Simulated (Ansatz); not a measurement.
# C3H4FN: up Jacob's ladder to CCSD(T)

The task here is to estimate one member of a computed series from the others.

Method: functionals in def2-TZVPP, the program's frozen cores in correlated methods; program: Ansatz 0.2.0, Gaussian basis.

Levels to be run: LDA (SPW92), PBE-D4, revPBE-D4, BLYP-D4, r2SCAN-D4, B97M-V, PBE0-D4, B3LYP-D4, r2SCANh-D4, r2SCAN0-D4, HSE06-D4, BHLYP-D4, CAM-B3LYP-D4, LC-ωPBE, ωB97X-V, ωB97M-V, B2PLYP, PBE-QIDH; CCSD(T)/def2-SVP; CCSD(T)/def2-TZVPP; MP2/def2-QZVPP; extrapolation to the limit; RPA on PBE.

**The geometry**

All runs share one geometry, relaxed beforehand with PBE0-D4 in a triple-zeta def2 set.

SMILES `N=C=CCF`, 9 atoms, charge 0, spin multiplicity 1.

Atoms are counted from 1 here; the program's logs count them from 0.

Bond lengths: N1–C2 1.217 Å, N1–H6 1.018 Å, C2–C3 1.307 Å, C3–C4 1.495 Å, C3–H7 1.084 Å, C4–F5 1.377 Å, C4–H8 1.096 Å, C4–H9 1.096 Å. Angles: C2–N1–H6 116.0°, N1–C2–C3 174.7°, C2–C3–C4 123.3°, C2–C3–H7 118.3°, C4–C3–H7 118.3°, C3–C4–F5 110.9°, C3–C4–H8 110.6°, C3–C4–H9 111.2°, F5–C4–H8 108.0°, F5–C4–H9 107.6°, H8–C4–H9 108.4°.

As a file:

| atom | x (Å) | y (Å) | z (Å) |
| --- | --- | --- | --- |
| N1 | 0.4457 | 2.0981 | -0.8644 |
| C2 | 0.4863 | 0.9256 | -0.5402 |
| C3 | 0.5893 | -0.2978 | -0.0931 |
| C4 | -0.4648 | -0.9618 | 0.7332 |
| F5 | -1.6069 | -0.1943 | 0.7822 |
| H6 | 0.0129 | 2.2986 | -1.7642 |
| H7 | 1.4790 | -0.8643 | -0.3441 |
| H8 | -0.7292 | -1.9370 | 0.3094 |
| H9 | -0.1239 | -1.1136 | 1.7641 |

The first run:

Input file in.yaml:

```yaml
crystal:
  periodic: [false, false, false]
  atoms:
    - {symbol: N, position_ang: [0.445670, 2.098117, -0.864396]}
    - {symbol: C, position_ang: [0.486303, 0.925603, -0.540221]}
    - {symbol: C, position_ang: [0.589305, -0.297776, -0.093149]}
    - {symbol: C, position_ang: [-0.464773, -0.961781, 0.733231]}
    - {symbol: F, position_ang: [-1.606904, -0.194251, 0.782178]}
    - {symbol: H, position_ang: [0.012851, 2.298554, -1.764178]}
    - {symbol: H, position_ang: [1.479035, -0.864272, -0.344117]}
    - {symbol: H, position_ang: [-0.729204, -1.936976, 0.309423]}
    - {symbol: H, position_ang: [-0.123883, -1.113619, 1.764130]}
basis:
  gaussian: {orbitals: def2-TZVPP}
hamiltonian: {xc: lda}
output: {orbitals: {seedname: orbitals}}
```

Run with:

```
$ ansatz run in.yaml --threads 2 --pin off --events-out ev --progress --plain --max-ram 4352MiB
```

Among the steps run: LDA; PBE-D4 (GGA); revPBE-D4 (GGA); BLYP-D4 (GGA); r2SCAN-D4 (meta-GGA); B97M-V (meta-GGA); B3LYP-D4 (hybrid); r2SCANh-D4 (hybrid); r2SCAN0-D4 (hybrid); HSE06-D4 (hybrid); BHLYP-D4 (hybrid); CAM-B3LYP-D4 (range-separated); LC-ωPBE (range-separated); ωB97X-V (range-separated); ωB97M-V (range-separated); B2PLYP (double hybrid); PBE-QIDH (double hybrid).

One table of the session follows, with a row left open; its other results are not shown here.

It belongs to the step «Orbital energies across the functionals». 

| functional | HOMO (eV) | gap (eV) |
| --- | --- | --- |
| LDA (SPW92) | -5.71 | 4.09 |
| PBE-D4 | -5.58 | 4.20 |
| revPBE-D4 | -5.52 | 4.24 |
| BLYP-D4 | -5.46 | 4.20 |
| r2SCAN-D4 | -5.80 | 4.66 |
| B97M-V | -5.86 | 4.85 |
| PBE0-D4 | -6.78 | 6.50 |
| B3LYP-D4 | ? | ? |
| r2SCANh-D4 | -6.25 | 5.52 |
| r2SCAN0-D4 | -6.93 | 6.80 |
| HSE06-D4 | -6.38 | 5.72 |
| BHLYP-D4 | -7.89 | 8.77 |
| CAM-B3LYP-D4 | -8.11 | 9.00 |
| LC-ωPBE | -9.42 | 11.56 |
| ωB97X-V | -9.07 | 11.11 |
| ωB97M-V | -8.97 | 10.87 |

**Question.** Estimate the row for B3LYP-D4.

Worked estimate for «HOMO (eV)». Against the share of exact exchange, BLYP-D4 (0, -5.46), BHLYP-D4 (0.5, -7.89) give a slope of -4.86 per unit share; at 0.2 the line stands at -6.43.

As computed: HOMO (eV): -6.59; gap (eV): 6.04. In «HOMO (eV)» the line misses by +0.16.
